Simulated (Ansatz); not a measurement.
**bcc Ba**

Computed with PBE-D3(BJ) in Ansatz (PAW).

Settings: plane-wave cutoff 500 eV, 20×20×20 k mesh, Fermi–Dirac smearing 0.1 eV, scalar-relativistic PAW data made under PBE.

Cell: relaxed at this level.

For bcc Ba, the volume per atom comes out as 59.61 Å³/atom and the lattice constant a is 4.922 Å.

Measured, for comparison: equilibrium volume per atom 62.31 Å³/atom (low-temperature or extrapolated to 0 K; zero-point anharmonic expansion removed; as tabulated in Csonka et al. (2009), arXiv:0903.4037); lattice constant a 4.995 Å (low-temperature or extrapolated to 0 K; zero-point anharmonic expansion removed, our sources range from 4.995 to 5.004; as tabulated in Csonka et al. (2009), arXiv:0903.4037). Computed (rounded) less measured: equilibrium volume per atom -4.3 %, lattice constant a -1.5 % (-1.5 % to -1.6 % over the range).

Spin–orbit coupling is not included.

Ansatz is a first-principles code.
